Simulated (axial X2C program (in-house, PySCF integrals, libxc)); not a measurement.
**Which functional? An output for CO⁺**

An SCF output computed with an in-house relativistic program for diatomic molecules for CO⁺ at 1.107 Å, two-component, state Ω = 1/2, O dyall-av3z [7s6p3d2f], C dyall-v3z [7s6p2d1f] (cores contracted in-house), without its first line:

```
basis functions 96  fitting functions 539  grid points 4343
iter        total energy     max residual
   1       -112.355120577     5.69e-02
   2       -112.367952633     1.50e-02
   3       -112.369304987     1.47e-02
   4       -112.370064533     7.61e-03
   5       -112.370763206     5.82e-03
   6       -112.371879184     4.81e-03
   7       -112.373085290     1.77e-03
   8       -112.373144814     3.89e-04
   9       -112.373150590     1.05e-04
  10       -112.373150838     4.51e-05
  11       -112.373150853     2.13e-05
  12       -112.373150856     6.61e-06
  13       -112.373150857     2.64e-06
converged
one-electron -193.34523403  Coulomb 71.11798652  exact exchange -13.08545625  xc functional 0.00000000  nuclear repulsion 22.94535332  atomic mean-field constant -0.00580042
```

**Question.** Which level of theory produced it?
A. PBE0
B. TPSSh
C. HF

**Answer.** C. The exact-exchange term against the functional term shows a share of 1 of exact exchange.
